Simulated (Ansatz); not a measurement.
**AlBO (triplet): wave-function methods side by side, def2-QZVPP**

One table from this session's results is given with a row withheld; the runs are named, their logs left out.

Computed with Ansatz 0.2.0, Gaussian basis. Level: def2-QZVPP, core rule «outside noble gas», up to 7 orbitals frozen.

To be run: UHF; ROHF; CCSD(T) on UHF.

2 further runs of the same task are left out: 2 set aside as unsound or not needed.

## The system

The geometry is a PBE0/def2-TZVP stationary point (not a proven minimum) of the parent state, kept for this charge and spin.

3 atoms, charge 0, spin multiplicity 3.

Atoms are counted from 1 here; the program's logs count them from 0.

Bond lengths: Al1–O2 1.757 Å, O2–B3 1.280 Å. Angles: Al1–O2–B3 180.0°.

Set-up of the first run:

The input, in.yaml:

```yaml
crystal:
  periodic: [false, false, false]
  atoms:
    - {symbol: Al, position_ang: [0.000000, 0.000000, 1.597900]}
    - {symbol: O, position_ang: [0.000000, 0.000000, -0.158800]}
    - {symbol: B, position_ang: [0.000000, 0.000000, -1.439100]}
basis:
  gaussian: {orbitals: "def2-QZVPP.json"}
magnetization: {spin_polarized: true, initial_magnetization: 2}
hamiltonian: {xc: hf}
output: {orbitals: {seedname: orbitals}}
```

On the command line:

```sh
> ansatz run in.yaml --threads 1 --pin off --events-out ev --progress --plain --max-ram 2393MiB
```

Among the steps run: UHF; ROHF; CCSD(T) on UHF.

One table of the session follows, with a row left open; its other results are not shown here.

```
  method  from UCCSD(T) (kcal/mol)
    ROHF                         ?
     UHF                   +238.27
    UMP2                    +17.34
   UCCSD                    +10.59
UCCSD(T)                         0
```

Estimate the missing values for ROHF.

**Answer.** from UCCSD(T) (kcal/mol): +238.55. In the column «from UCCSD(T) (kcal/mol)» it is the highest.
